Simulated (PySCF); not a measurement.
HO, SMILES [OH] (connectivity only; charge and spin as stated), charge -1, multiplicity 1.

Geometry: r2SCAN-D4/def2-TZVPD. The multiplicity is an assumed one; other spin states were not compared.

Two levels are set side by side: PBE/def2-TZVPD (PySCF) and B3LYP/def2-TZVPD (PySCF). Same geometry, gas phase. Differences are taken from unrounded values.

```json
[
 {"quantity": "orbital gap (eV)", "B3LYP": "4.61", "PBE": "3.10", "PBE minus B3LYP": "-1.51"},
 {"quantity": "highest occupied level (eV)", "B3LYP": "0.94", "PBE": "2.11", "PBE minus B3LYP": "1.17"},
 {"quantity": "lowest empty level (eV)", "B3LYP": "5.55", "PBE": "5.20", "PBE minus B3LYP": "-0.34"},
 {"quantity": "mean polarisability (bohr³)", "B3LYP": "23.8", "PBE": "26.9", "PBE minus B3LYP": "3.1"}
]
```

Without exact exchange PBE keeps part of each electron's self-repulsion, which lifts occupied levels and narrows the gap. PBE's more diffuse valence density responds more strongly to a field. Differences between two approximate levels are no errors against the true value.
